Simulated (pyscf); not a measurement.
Thermochemistry of product channels of I⁻ (SMILES [I-]) + H₃C–F (SMILES CF) on the singlet surface, in kcal/mol, from ωB97M-D3(BJ)/def2-TZVPD energies (ideal gas, 1 atm, RRHO with modes under 100 cm⁻¹ raised to 100, one conformer, R ln 2 for rigid chiral ones). Optimised with ωB97X-D3(BJ)/def2-SVPD in PySCF.

```csv
products,ΔE,ΔH(298 K),ΔG(298 K),ΔG(600 K)
H₂C⁻–I (SMILES [CH2-]I) + HF (SMILES F),+69.8,+65.6,+62.4,+58.8
F–I (SMILES FI) + CH₃⁻ (SMILES [CH3-]),+124.9,+119.9,+117.2,+114.3
HI (SMILES I) + H₂C⁻–F (SMILES [CH2-]F),+101.3,+95.3,+92.1,+88.6
F–CH⁻–I (SMILES F[CH-]I) + H₂ (SMILES [H][H]),+84.7,+77.0,+74.4,+71.2
```

These are energies of the channels, which say nothing of barriers. Elements past Kr carry the def2 core potentials, without spin-orbit coupling.
